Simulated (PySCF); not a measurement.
**Computed data sheet: 3-aminopentane, `CCC(N)CC`**

Compound: 3-aminopentane, C5H13N.
Numbering: `[CH3:1][CH2:2][CH:3]([NH2:4])[CH2:5][CH3:6]` (hydrogens: H7, H8, H9 on C1; H10, H11 on C2; H12 on C3; H13, H14 on N4; H15, H16 on C5; H17, H18, H19 on C6)

Structural features include: amine.

GFN2-xTB geometry:

* Rotational constants A, B, C of the GFN2-xTB geometry: 7.038, 1.901, 1.653 GHz

From PBE0/def2-SVPD ground state and vertical TDDFT (core frozen in the response) (PySCF):

* Dipole moment: 1.30 D
* HOMO energy: -6.78 eV
* LUMO energy: 0.69 eV
* HOMO–LUMO gap: 7.47 eV
* Lowest singlet excitation: 6.23 eV (199 nm, f = 0.026)
* Strongest line among the 6 lowest singlet transitions: S1 at 6.23 eV (199 nm, f = 0.026)
* Lowest triplet excitation (Tamm–Dancoff): 5.98 eV
* Static isotropic polarisability: 71.9 au
* Electronic spatial extent ⟨r²⟩ about the centre of nuclear charge: 814 bohr²

From PBE0/pcSseg-1 ground state and GIAO shieldings, non-relativistic (PySCF):

* Lowest Hirshfeld atomic charge: -0.22 e on N4
* Highest Hirshfeld atomic charge: +0.10 e on H13/H14
* 13C chemical shifts (computed TMS as zero) by class: 59.6 (C3), 37.7 (C2/C5), 13.9 (C1/C6) ppm
* 1H chemical shifts (computed TMS as zero) by class: 1.97 (H12), 1.48 (H11/H16), 1.17 (H7/H8/H9/H17/H18/H19), 0.87 (H10/H15), 0.29 (H13/H14) ppm
* Isotropic shieldings of nuclei other than C and H, by class: 224 (N4) ppm
* Mayer bond orders between heavy atoms: C1–C2 1.06, C2–C3 1.00, C3–N4 1.01, C3–C5 1.01, C5–C6 1.06

Monoisotopic mass from the formula: 87.1048 u.

No computed singlet falls in the visible range (750 to 380 nm, 1.65 to 3.26 eV); S1 lies 2.97 eV above its blue end. The rotational constants make it an asymmetric top with κ = (2B − A − C)/(A − C) = -0.91, nearer the prolate limit (−1). The largest Löwdin shares of the HOMO are 0.59 on N4, 0.10 on C3, 0.10 on C2 and 0.06 on H13. The principal polarisabilities are 64.2, 68.5 and 82.9 au; their mean is the isotropic value. The vertical singlet–triplet gap S1 − T1 is 0.25 eV (TDDFT singlet less Tamm–Dancoff triplet; S1: HOMO→LUMO, weight 0.93; T1: HOMO→LUMO, weight 0.85). In wavenumbers S1 is 50300 cm⁻¹ (1 eV = 8065.54 cm⁻¹).

The structure is a single GFN2-xTB conformer in the gas phase; no vibrational or solvent corrections. NMR classes are plain means over equivalent atoms (diastereotopic ones count apart unless rotation or inversion swaps them), as if these changed places fast; in this geometry the members of some classes differ.

For the TDDFT job (PBE0/def2-SVPD), time: 42 s of wall time; peak memory 0.89 GiB. Hardware: an Arm Neoverse V1 with one thread, shared host with 64 logical CPUs at a one-minute load of 56.

The values belong to the conformer `[CH3:1][CH2:2][CH:3]([NH2:4])[CH2:5][CH3:6]`: C1–C2–C3–N4 -63°, C2–C3–C5–C6 -175°, H–N4–C3–C2 62°, H–N4–C3–C2 -57°.
